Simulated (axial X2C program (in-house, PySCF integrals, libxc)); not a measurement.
## Potential curves of CN⁺, two-component

All values were computed with an in-house all-electron X2C program for linear molecules (integrals from PySCF). Two-component (2c) means X2C with spin–orbit coupling and atomic mean-field two-electron Coulomb and Gaunt terms. Basis: N dyall-av3z [7s7p3d2f], C dyall-v3z [7s6p2d1f] (cores contracted in-house); Gaussian nuclei, density fitting, unrestricted open shells. Masses: N 14.003 u, C 12.000 u.

State: Ω = 2 (⟨Sz⟩ = 1.00, ⟨Lz⟩ = 1.00 at PBE0). Energies in cm⁻¹ from the fragments at the same level (N + C+). Fits are polynomials in 1 − R0/R over 0.85 to 1.23 times the lowest point R0.

```json
{"R (Å)": "1.0675", "PBE0": "-30003", "HF": "-8803", "M06": "-29216"}
{"R (Å)": "1.1166", "PBE0": "-36850", "HF": "-14453", "M06": "-35937"}
{"R (Å)": "1.1534", "PBE0": "-39840", "HF": "-16515", "M06": "-38853"}
{"R (Å)": "1.1902", "PBE0": "-41407", "HF": "-17160", "M06": "-40366"}
{"R (Å)": "1.2270", "PBE0": "-41851", "HF": "-16725", "M06": "-40780"}
{"R (Å)": "1.2699", "PBE0": "-41280", "HF": "-15224", "M06": "-40206"}
{"R (Å)": "1.3129", "PBE0": "-39841", "HF": "-12966", "M06": "-38792"}
{"R (Å)": "1.3681", "PBE0": "-37136", "HF": "-9345", "M06": "-36143"}
{"R (Å)": "1.4356", "PBE0": "-33106", "HF": "-4272", "M06": "-32166"}
{"R (Å)": "1.5338", "PBE0": "-27104", "HF": "3560", "M06": "-26016"}
```

Occupations by symmetry block were frozen at the best pattern of an incomplete PBE0 search. Dissociation energies refer to the lowest single-determinant-based atoms at the same level and basis. Density functionals use the spin component along the axis (collinear). The 2c atoms are single determinants rather than J levels; their spin–orbit lowering is only partly caught, and De is too large by that part. This holds for PBE0, M06. Other states lie close and PBE0, whose exact exchange favours high spin, may order them wrongly; the determinant shown need not be the ground state. The nearest other 2c determinant of the search, Ω = 1, lies 0.28 eV up at the distance of the search. The functionals have no current-density term, which raises determinants with orbital currents, atoms included. With several unpaired electrons one determinant need not be a pure state. Open-shell Ω = 0 determinants with evenly filled partner blocks cannot be reached by this program, so the Ω shown need not be the lowest component. The determinant is spin-polarised beyond a pure state at some levels (its spin-free form has ⟨S²⟩ too high), which makes Re and μ there less reliable.

Task: Fit the PBE0 curve near its minimum: give the equilibrium distance, the harmonic wavenumber and the well depth.

Result: At PBE0, 2c: Re = 1.226 Å, ωe ≈ 1840 cm⁻¹, De = 5.19 eV to N + C+; Be follows as 1.74 cm⁻¹.

Task: Fit the HF curve near its minimum: give the equilibrium distance, the harmonic wavenumber and the well depth.

Result: At HF, 2c: Re = 1.192 Å, ωe ≈ 2020 cm⁻¹, De = 2.13 eV to N + C+; Be follows as 1.84 cm⁻¹.

Task: What are Re, ωe and De at the M06 level?

Result: At M06, 2c: Re = 1.225 Å, ωe ≈ 1820 cm⁻¹, De = 5.06 eV to N + C+; Be follows as 1.74 cm⁻¹.
